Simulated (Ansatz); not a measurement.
Elements on the sites of an ideal rutile lattice, at a guessed lattice constant:

```
CELL_PARAMETERS angstrom
0.00000 -4.16307 2.70600
-4.16307 0.00000 2.70600
-4.16307 -4.16307 -2.70600
ATOMIC_POSITIONS crystal
O 0.23167 0.23167 0.46333
O 0.56500 0.56500 0.13000
O 0.89833 0.89833 0.79667
O 0.10167 0.10167 0.20333
O 0.43500 0.43500 0.87000
O 0.76833 0.76833 0.53667
O 0.63833 0.02833 0.16667
O 0.97167 0.36167 0.83333
O 0.30500 0.69500 0.50000
O 0.02833 0.63833 0.16667
O 0.36167 0.97167 0.83333
O 0.69500 0.30500 0.50000
Si 0.00000 0.00000 0.00000
Cr 0.33333 0.33333 0.66667
Cr 0.66667 0.66667 0.33333
Ge 0.66667 0.66667 0.83333
Ge 0.00000 0.00000 0.50000
Ru 0.33333 0.33333 0.16667
```

Cell and atoms were relaxed without symmetry on coarser meshes and computed once more. These are results of Ansatz, DFT PBE, scalar-relativistic, plane waves, PAW, not measurements.

Plane waves to 420 eV, a k mesh through Γ of 7×7×5 on the computed 18-atom cell and Gaussian smearing (0.10 eV); collinear spin from starting moments 0 0 0 0 0 0 0 0 0 0 0 0 0 -1.86 -1.84 0 0 0.64 μB.

The relaxation ran on 3×3×2 (shifted) and then 4×4×3 k points with a smearing of 0.1 eV, from sites shaken by 0.02 Å.

What does the relaxation give?

A volume of 9.60 Å³/atom and no gap on the mesh. It lies 1.72 eV/atom below the elements' standard states (static lattices, no corrections for gases). The atoms leave their sites by 0.06 Å (root mean square) and 0.11 Å at most, and the cell stretches by up to 1.1 % at fixed volume. One magnetic start was tried.

```
CELL_PARAMETERS angstrom
0.00571 -4.42987 2.92252
-4.42991 0.00572 2.92254
-4.43635 -4.43634 -2.94139
ATOMIC_POSITIONS crystal
O 0.22570 0.22490 0.46781
O 0.57110 0.57030 0.12673
O 0.90077 0.89999 0.80377
O 0.09195 0.09117 0.19928
O 0.44109 0.44031 0.85850
O 0.76856 0.76780 0.54074
O 0.65598 0.02928 0.15606
O 0.96801 0.34437 0.84490
O 0.30671 0.69110 0.49656
O 0.03006 0.65519 0.15607
O 0.34515 0.96723 0.84491
O 0.69189 0.30593 0.49656
Si 0.00282 0.00205 0.99541
Cr 0.33137 0.33060 0.66710
Cr 0.66695 0.66616 0.32963
Ge 0.67042 0.66966 0.83196
Ge 0.99721 0.99642 0.50113
Ru 0.33417 0.33339 0.16165
```

Cost: 2 runs of about 27 core-minutes in all (earlier runs that led there not counted), on Intel Xeon Platinum 8488C (Sapphire Rapids) (shared hosts).